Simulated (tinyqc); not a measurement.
A ladder of methods, and size consistency: correlation methods against full CI in the sto-3g basis, for NH3, spin multiplicity 1. Computed by the program tinyqc with PySCF. 

Geometry (angstrom):
```
atom        x        y       z
N      0.0000   0.0000  0.3590
H      0.9330   0.0000  0.0000
H     -0.4660   0.8080  0.0000
H     -0.4660  -0.8080  0.0000
```

RHF energy of one = -55.451961 hartree

All electrons correlated; +Q is the Davidson correction (1 - c0^2) E_corr. The last columns treat two copies 100 angstrom apart as one system. FCI is the lowest singlet.

Correlation energies (hartree):
```
method   E_corr of one  share of FCI (%)  E_corr of two at 100 angstrom  two minus twice one (mhartree)
MP2          -0.045655           72.6253                      -0.091309                          0.0000
CISD         -0.061393           97.6604                      -0.119296                          3.4891
CISD+Q       -0.063243          100.6031                      -0.125883                          0.6020
CCSD         -0.062659           99.6745                      -0.125318                          0.0000
CCSD(T)      -0.062776           99.8612                      -0.125552                          0.0000
FCI          -0.062863          100.0000                              -                               -
```

MP2 recovers 73 %, CISD 97.7 % and CCSD 99.7 % of the FCI value (c0^2 = 0.970 in CISD). MP2 and coupled cluster are size consistent, so their last column vanishes; CISD loses 3.49 mhartree, since a double excitation on each copy is a quadruple of the pair, and the Davidson correction leaves +0.60.
